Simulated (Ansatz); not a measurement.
## Elastic constant C12 of rock-salt CdO at several levels of theory

No measured value is used here.

```json
[
 {"level (code)": "LDA (Ansatz)", "value (GPa)": "125", "cell (Å³/atom)": "12.44"},
 {"level (code)": "PBE (Ansatz)", "value (GPa)": "…", "cell (Å³/atom)": "13.55"},
 {"level (code)": "PBEsol (Ansatz)", "value (GPa)": "112", "cell (Å³/atom)": "12.90"},
 {"level (code)": "B3LYP (VWN-RPA form) (Ansatz)", "value (GPa)": "…", "cell (Å³/atom)": "13.50"},
 {"level (code)": "HSE06 (Ansatz)", "value (GPa)": "113", "cell (Å³/atom)": "13.02"},
 {"level (code)": "LC-ωPBE (Ansatz)", "value (GPa)": "126", "cell (Å³/atom)": "12.74"},
 {"level (code)": "PBE0 (Ansatz)", "value (GPa)": "114", "cell (Å³/atom)": "13.01"},
 {"level (code)": "Hartree–Fock (Ansatz)", "value (GPa)": "118", "cell (Å³/atom)": "13.30"}
]
```

Problem. Fill in the missing entries.

Solution. 
- PBE (Ansatz, a first-principles code), value (GPa): 99.2
- B3LYP (VWN-RPA form) (Ansatz), value (GPa): 108

LDA, PBE, PBEsol: the solid has no gap at this level, which affects its response. Each level is taken at its own relaxed cell. K meshes differ between the levels. Ansatz's density-functional and Hartree–Fock values are scalar-relativistic unless marked +SOC, with PAW data made under PBE.
